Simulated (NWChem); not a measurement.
The numbers come from NWChem runs, not from measurements. System: propane (C3H8), charge 0, spin multiplicity 1, at a geometry optimised with PBE0/def2-SVP. Level: RHF/def2-SVPD.

Output (cleaned and shortened):

```
             Northwest Computational Chemistry Package (NWChem) 7.3.0
             --------------------------------------------------------

                                NWChem Input Module
                                -------------------

 Scaling coordinates for geometry "geometry" by  1.889725989
 (inverse scale =  0.529177249)

 Turning off AUTOSYM since
 SYMMETRY directive was detected!

                             Geometry "geometry" -> ""
                             -------------------------

 Output coordinates in angstroms (scale by  1.889725989 to convert to a.u.)

  No.       Tag          Charge          X              Y              Z
 ---- ---------------- ---------- -------------- -------------- --------------
    1 C                    6.0000    -1.27109500     0.00000000    -0.25677500
    2 C                    6.0000     0.00000000     0.00000000     0.57929000
    3 C                    6.0000     1.27109500     0.00000000    -0.25677500
    4 H                    1.0000    -2.17399200     0.00000000     0.37317800
    5 H                    1.0000    -1.32120900     0.88750800    -0.90867000
    6 H                    1.0000    -1.32120900    -0.88750800    -0.90867000
    7 H                    1.0000     0.00000000    -0.87915200     1.24694100
    8 H                    1.0000     0.00000000     0.87915200     1.24694100
    9 H                    1.0000     2.17399200     0.00000000     0.37317800
   10 H                    1.0000     1.32120900    -0.88750800    -0.90867000
   11 H                    1.0000     1.32120900     0.88750800    -0.90867000

 Effective nuclear repulsion energy (a.u.)      82.3925873479

            Nuclear Dipole moment (a.u.)
            ----------------------------
        X                 Y               Z
 ---------------- ---------------- ----------------
     0.0000000000     0.0000000000    -0.0000037795

      Symmetry information
      --------------------

 Group name             C2v
 Group number             16
 Group order               4
 No. of unique centers     5

      Symmetry unique atoms

     1    2    4    5    7


 Summary of "ao basis" -> "" (spherical)
 ------------------------------------------------------------------------------
       Tag                 Description            Shells   Functions and Types
 ---------------- ------------------------------  ------  ---------------------
 *                         def2-svpd                  on all atoms

 Summary of "ao basis" -> "ao basis" (spherical)
 ------------------------------------------------------------------------------
       Tag                 Description            Shells   Functions and Types
 ---------------- ------------------------------  ------  ---------------------
 C                         def2-svpd                 8       20   4s2p2d
 H                         def2-svpd                 4        8   2s2p

                                 NWChem SCF Module
                                 -----------------

  ao basis        = "ao basis"
  functions       =   124
  atoms           =    11
  closed shells   =    13
  open shells     =     0
  charge          =   0.00
  wavefunction    = RHF
  use symmetry    = T
  symmetry adapt  = T

 Summary of "ao basis" -> "ao basis" (spherical)
 ------------------------------------------------------------------------------
       Tag                 Description            Shells   Functions and Types
 ---------------- ------------------------------  ------  ---------------------
 C                         def2-svpd                 8       20   4s2p2d
 H                         def2-svpd                 4        8   2s2p

      Symmetry analysis of basis
      --------------------------

        a1         44
        a2         20
        b1         34
        b2         26

 Forming initial guess at       0.1s

      Superposition of Atomic Density Guess
      -------------------------------------

 Sum of atomic energies:        -116.86939891

      Non-variational initial energy
      ------------------------------

 Total energy =    -119.045144
 1-e energy   =    -317.460571
 2-e energy   =     116.022840
 HOMO         =      -0.393770
[...]
 ----------------------------------------------
         Quadratically convergent ROHF

 Convergence threshold     :          1.000E-07
 Maximum no. of iterations :          100
 Final Fock-matrix accuracy:          1.000E-09
 ----------------------------------------------

              iter       energy          gnorm     gmax       time
             ----- ------------------- --------- --------- --------
                 1     -118.1500876982  6.30D-01  1.79D-01      1.0
                 2     -118.1819985296  1.77D-01  3.52D-02      1.1
                 3     -118.1850714021  7.29D-03  1.53D-03      1.4
                 4     -118.1850786330  1.77D-05  3.22D-06      2.0
                 5     -118.1850786331  4.23D-09  1.04D-09      2.8

       Final RHF  results
       ------------------

         Total SCF energy =   -118.185078633081
      One-electron energy =   -320.888334786598
      Two-electron energy =    120.310668805637
 Nuclear repulsion energy =     82.392587347880

        Time for solution =      1.9s

       Symmetry analysis of molecular orbitals - final
       -----------------------------------------------

  Numbering of irreducible representations:

     1 a1          2 a2          3 b1          4 b2

  Orbital symmetries:

     1 a1          2 b1          3 a1          4 a1          5 b1
     6 a1          7 b2          8 a1          9 b1         10 a2
    11 b1         12 a1         13 b2         14 a1         15 b1
    16 a1         17 b2         18 a1         19 b2         20 a1
    21 b1         22 a2         23 a2

             Final eigenvalues
             -----------------

              1
    1  -11.2250
    2  -11.2201
    3  -11.2200
    4   -1.0435
    5   -0.9145
    6   -0.7893
    7   -0.6223
    8   -0.5981
    9   -0.5513
   10   -0.5289
   11   -0.4800
   12   -0.4762
   13   -0.4645
   14    0.1042
   15    0.1270
   16    0.1366
   17    0.1778
   18    0.1941
   19    0.2090
   20    0.2188
   21    0.2224
   22    0.2336
   23    0.2601

                       ROHF Final Molecular Orbital Analysis
                       -------------------------------------

 Vector   11  Occ=2.000000D+00  E=-4.799528D-01  Symmetry=b1
              MO Center= -1.7D-15, -2.1D-16,  9.8D-02, r^2= 3.0D+00
   Bfn.  Coefficient  Atom+Function         Bfn.  Coefficient  Atom+Function
  ----- ------------  ---------------      ----- ------------  ---------------
     5      0.321242   1 C  px               25     -0.322174   2 C  px
    45      0.321242   3 C  px               61     -0.245749   4 H  s
   101      0.245749   9 H  s                 8      0.176971   1 C  px
    48      0.176971   3 C  px               28     -0.166115   2 C  px

 Vector   12  Occ=2.000000D+00  E=-4.761656D-01  Symmetry=a1
              MO Center=  7.8D-15, -1.3D-13,  1.2D-01, r^2= 2.8D+00
   Bfn.  Coefficient  Atom+Function         Bfn.  Coefficient  Atom+Function
  ----- ------------  ---------------      ----- ------------  ---------------
    27      0.328193   2 C  pz                7     -0.257791   1 C  pz
    47     -0.257791   3 C  pz               30      0.202708   2 C  pz
    85      0.185025   7 H  s                93      0.185025   8 H  s

 Vector   13  Occ=2.000000D+00  E=-4.645227D-01  Symmetry=b2
              MO Center= -3.4D-14,  5.6D-14,  2.1D-01, r^2= 2.8D+00
   Bfn.  Coefficient  Atom+Function         Bfn.  Coefficient  Atom+Function
  ----- ------------  ---------------      ----- ------------  ---------------
    26      0.310753   2 C  py               85     -0.265357   7 H  s
    93      0.265357   8 H  s                 6     -0.197215   1 C  py
    46     -0.197215   3 C  py               29      0.180032   2 C  py
    69     -0.176857   5 H  s                77      0.176857   6 H  s
   109      0.176857  10 H  s               117     -0.176857  11 H  s

 Vector   14  Occ=0.000000D+00  E= 1.042257D-01  Symmetry=a1
              MO Center= -9.3D-13,  2.4D-13, -1.3D-01, r^2= 1.1D+01
   Bfn.  Coefficient  Atom+Function         Bfn.  Coefficient  Atom+Function
  ----- ------------  ---------------      ----- ------------  ---------------
     4      2.704937   1 C  s                44      2.704937   3 C  s
     3      2.604737   1 C  s                43      2.604737   3 C  s
    86     -1.891295   7 H  s                94     -1.891295   8 H  s
    70     -1.866352   5 H  s                78     -1.866352   6 H  s
   110     -1.866352  10 H  s               118     -1.866352  11 H  s

 Vector   15  Occ=0.000000D+00  E= 1.269963D-01  Symmetry=b1
              MO Center=  9.1D-13,  5.6D-15, -1.2D-01, r^2= 1.3D+01
   Bfn.  Coefficient  Atom+Function         Bfn.  Coefficient  Atom+Function
  ----- ------------  ---------------      ----- ------------  ---------------
     4      4.975077   1 C  s                44     -4.975077   3 C  s
    62     -3.883703   4 H  s               102      3.883703   9 H  s
     3      2.474153   1 C  s                43     -2.474153   3 C  s
    70     -1.072453   5 H  s                78     -1.072453   6 H  s
   110      1.072453  10 H  s               118      1.072453  11 H  s

 Vector   16  Occ=0.000000D+00  E= 1.366362D-01  Symmetry=a1
              MO Center=  8.9D-15,  4.0D-15,  8.6D-01, r^2= 1.0D+01
   Bfn.  Coefficient  Atom+Function         Bfn.  Coefficient  Atom+Function
  ----- ------------  ---------------      ----- ------------  ---------------
    24      9.196249   2 C  s                 4     -3.999856   1 C  s
    44     -3.999856   3 C  s                86     -2.872242   7 H  s
    94     -2.872242   8 H  s                23      2.205883   2 C  s
    70      1.132365   5 H  s                78      1.132365   6 H  s
   110      1.132365  10 H  s               118      1.132365  11 H  s

 center of mass
 --------------
 x =   0.00000000 y =   0.00000000 z =   0.01678401

 moments of inertia (a.u.)
 ------------------
          61.002441331814           0.000000000000           0.000000000000
           0.000000000000         241.721827617310           0.000000000000
           0.000000000000           0.000000000000         214.524855006082

  Mulliken analysis of the total density
  --------------------------------------

    Atom       Charge   Shell Charges
 -----------   ------   -------------------------------------------------------
    1 C    6     5.82   1.99  0.88 -0.17  0.06  2.03  0.94  0.04  0.06
    2 C    6     6.71   1.99  0.87  0.10  0.08  2.03  1.20  0.05  0.39
    3 C    6     5.82   1.99  0.88 -0.17  0.06  2.03  0.94  0.04  0.06
    4 H    1     0.94   0.76  0.11  0.02  0.04
    5 H    1     0.95   0.76  0.11  0.02  0.05
    6 H    1     0.95   0.76  0.11  0.02  0.05
    7 H    1     0.98   0.77  0.14  0.02  0.05
    8 H    1     0.98   0.77  0.14  0.02  0.05
    9 H    1     0.94   0.76  0.11  0.02  0.04
   10 H    1     0.95   0.76  0.11  0.02  0.05
   11 H    1     0.95   0.76  0.11  0.02  0.05

       Multipole analysis of the density wrt the origin
       ------------------------------------------------

     L   x y z        total         open         nuclear
     -   - - -        -----         ----         -------
     0   0 0 0     -0.000000      0.000000     26.000000

     1   1 0 0      0.000000      0.000000      0.000000
     1   0 1 0     -0.000000      0.000000      0.000000
     1   0 0 1      0.031375      0.000000     -0.000004

     2   2 0 0    -16.755533      0.000000    127.926399
     2   1 1 0     -0.000000      0.000000      0.000000
     2   1 0 1     -0.000000      0.000000      0.000000
     2   0 2 0    -16.108662      0.000000     16.771497
     2   0 1 1     -0.000000      0.000000      0.000000
     2   0 0 2    -16.461542      0.000000     33.909521

 Task  times  cpu:        2.8s     wall:        2.8s

 Total times  cpu:        2.8s     wall:        2.8s
```

Question: Write an NWChem input that would produce this output.

Answer: This is not unique; one that fits is 
```
start mol
memory heap 200 mb stack 900 mb global 1100 mb
geometry units angstroms nocenter noautoz
  C     -1.271095     0.000000    -0.256775
  C      0.000000     0.000000     0.579290
  C      1.271095     0.000000    -0.256775
  H     -2.173992     0.000000     0.373178
  H     -1.321209     0.887508    -0.908670
  H     -1.321209    -0.887508    -0.908670
  H      0.000000    -0.879152     1.246941
  H      0.000000     0.879152     1.246941
  H      2.173992     0.000000     0.373178
  H      1.321209    -0.887508    -0.908670
  H      1.321209     0.887508    -0.908670
  symmetry group C2v
end
basis spherical
  * library def2-svpd
end
scf
  rhf
  nopen 0
  maxiter 100
  thresh 1e-7
  semidirect memsize 60000000 filesize 0
end
task scf energy
```
